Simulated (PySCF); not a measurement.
## Spin states of PH⁺

Unrestricted PBE0; basis P pcseg-1, H pcseg-1; no relativity; PySCF 2.14. Outer shells of the fragments: P+ 3s2 3p2; H 1s1.

Followed along the bond (rough minima from three points):

| 2Ms+1 | unpaired | ⟨S²⟩ at the start | R at minimum (Å) | Te (eV) |
| --- | --- | --- | --- | --- |
| 2 | π ↑ | 0.75 | 1.44 | 0.00 |
| 4 | σ ↑, π ↑↑ | 3.75 | 1.49 | 1.47 |

Solutions found at the starting distance of 1.485 Å, counted from the lowest of them; the search is not exhaustive and high or unbound solutions are not listed, so other states can lie among these:

```json
{"2Ms+1": "2", "unpaired": "π ↑", "term": "²Π", "E (eV)": "0.00", "⟨S²⟩": "0.75", "⟨Lz²⟩": "1.01", "μ (D)": "1.06"}
{"2Ms+1": "4", "unpaired": "σ ↑, π ↑↑", "term": "⁴Σ⁻", "E (eV)": "1.46", "⟨S²⟩": "3.75", "⟨Lz²⟩": "0.00", "μ (D)": "1.22"}
{"2Ms+1": "2", "unpaired": "σ ↓, π ↑↑", "term": "mixed", "E (eV)": "2.32", "⟨S²⟩": "1.78", "⟨Lz²⟩": "0.00", "μ (D)": "1.66"}
{"2Ms+1": "2", "unpaired": "σ ↑, π ↑↓", "term": "mixed", "E (eV)": "2.37", "⟨S²⟩": "1.77", "⟨Lz²⟩": "2.02", "μ (D)": "1.48"}
{"2Ms+1": "2", "unpaired": "σ ↑", "term": "mixed", "E (eV)": "3.70", "⟨S²⟩": "0.76", "⟨Lz²⟩": "2.00", "μ (D)": "1.49"}
{"2Ms+1": "4", "unpaired": "σ ↑↑, π ↑", "term": "⁴Π", "E (eV)": "7.62", "⟨S²⟩": "3.75", "⟨Lz²⟩": "1.00", "μ (D)": "-0.26"}
{"2Ms+1": "2", "unpaired": "π ↑", "term": "²Π", "E (eV)": "7.88", "⟨S²⟩": "0.80", "⟨Lz²⟩": "1.01", "μ (D)": "1.73"}
```

A term symbol is given only where ⟨S²⟩ and ⟨Lz²⟩ are close to those of a pure state; real π, δ and φ orbitals otherwise mix terms. A positive dipole points towards H; it is taken about the centre of mass and depends on that origin.

Counting both spins, an empty level lies below a filled one in some of these solutions, because spin and occupation are held.
